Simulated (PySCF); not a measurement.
C5H7N.
Structure used (GFN2-xTB), in Å, numbered top down from 1:
```xyz
13
C5H7N angstrom
C      2.0538   -0.0437   -0.9616
N      1.0516   -0.7479   -0.6565
C      0.0403   -0.2982    0.1349
C     -1.1625   -1.0690    0.6086
C     -1.3567    0.1993   -0.1450
C     -0.4176    1.0494    0.6460
H      2.2156    0.9873   -0.6402
H      2.8051   -0.4917   -1.5925
H     -1.3697   -1.0835    1.6727
H     -1.3880   -1.9979    0.1020
H     -1.8641    0.3930   -1.0663
H     -0.5907    1.1652    1.7099
H     -0.0214    1.9383    0.1704
```

Vertical excitations from PySCF (density fitting, frozen core in the response, grid level 2 and gas phase unless stated; continuum runs use non-equilibrium linear response for the excitations) on a GFN2-xTB geometry. Reference run:

| settings | S1, eV (f) | S2, eV (f) | S3, eV (f) | S4, eV (f) | S5, eV (f) | S6, eV (f) | T1, eV (Tamm–Dancoff) | mean α (au) |
| --- | --- | --- | --- | --- | --- | --- | --- | --- |
| B3LYP/def2-SVPD, full TDDFT, 8 singlets | 4.62 (0.005) | 5.41 (0.327) | 6.31 (0.025) | 6.75 (0.009) | 6.79 (0.001) | 6.95 (0.024) | 3.72 | 67.6 |

Problem. What do these settings give: OPBE/6-31G-J, TDA, 6 singlets?

Solution. 
```tsv
settings	S1, eV (f)	S2, eV (f)	S3, eV (f)	S4, eV (f)	S5, eV (f)	S6, eV (f)	T1, eV (Tamm–Dancoff)	mean α (au)
OPBE/6-31G-J, TDA, 6 singlets	4.50 (0.007)	5.74 (0.375)	6.84 (0.043)	7.53 (0.032)	7.67 (0.016)	7.82 (0.000)	–	57.2
```

S1 moves by -0.12 eV; functional, basis and response scheme change together, so the shift can't be laid on one. States are counted by energy in each run and needn't keep their character from row to row.

Problem. Give the leading configurations of S1 (H = HOMO, L = LUMO) and the HOMO–LUMO gap of each run.

Solution. 
```
                               settings  S1 configurations (weight)  S1 (eV)  orbital gap (eV)  S1 − gap (eV)
B3LYP/def2-SVPD, full TDDFT, 8 singlets        H−1→L 0.90, H→L 0.09     4.62              5.68          -1.06
          OPBE/6-31G-J, TDA, 6 singlets                    H→L 0.97     4.50              4.08          +0.42
```

One conformer stands for the species.
